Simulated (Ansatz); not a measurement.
Pulling on the C2–H7 bond in ethylamine (SMILES CCN) (multiplicity 1 held, fragments rigid). Energies count from the point at 1.100 Å.
Geometry at that point (charge 0, multiplicity 1):
| atom | x (Å) | y (Å) | z (Å) |
|---|---|---|---|
| C | 1.1861 | 0.4430 | 0.0237 |
| C | 0.0450 | -0.5535 | -0.1092 |
| N | -1.2459 | 0.1305 | -0.0024 |
| H | 2.1525 | -0.0515 | -0.0904 |
| H | 1.1004 | 1.2249 | -0.7322 |
| H | 1.1724 | 0.9221 | 1.0066 |
| H | 0.1770 | -1.3559 | 0.6321 |
| H | 0.0874 | -1.0265 | -1.0938 |
| H | -2.0124 | -0.5243 | -0.1037 |
| H | -1.3426 | 0.5604 | 0.9113 |

Signs of static correlation in cc-pVDZ, with CASSCF(2,2), from Ansatz (an electronic-structure program) runs.

```tsv
R (Å)	T1 of restricted CCSD	⟨S²⟩ of UHF	largest double amplitude of restricted CCSD	weight of the CASSCF reference in MRCISD	CASSCF natural occupations
0.880	0.007	0.000	0.021	0.881	1.99 0.01
0.990	0.007	0.000	0.029	0.880	1.99 0.01
1.100	0.007	0.000	0.027	0.880	1.98 0.02
1.210	0.007	0.000	0.024	0.880	1.97 0.03
1.320	0.008	0.000	0.021	0.880	1.96 0.04
1.486	0.009	0.000	…	0.879	1.94 0.06
1.651	0.011	0.000	0.080	0.879	1.91 0.09
1.926	0.017	0.521	0.172	0.879	1.84 0.16
2.201	0.027	0.783	0.260	0.879	1.73 0.27
2.531	…	0.918	0.374	0.879	1.57 0.43
2.971	0.065	0.982	0.546	0.879	1.35 0.65
3.521	0.090	1.003	0.760	0.879	1.16 0.84
```

### Question
Some entries are withheld; supply them.

### Answer

- 1.486, largest double amplitude of restricted CCSD: 0.033
- 2.531, T1 of restricted CCSD: 0.042

Doubts at one or more of the structures used: a restricted determinant that unrestricted orbitals would lower (R-CCSD(T)/cc-pVDZ); other coupled-cluster roots lie near (R-CCSD(T)/cc-pVDZ); T1 above 0.05 (R-CCSD(T)/cc-pVDZ, U-CCSD(T)/cc-pVDZ); a spin-contaminated determinant (U-CCSD(T)/cc-pVDZ).
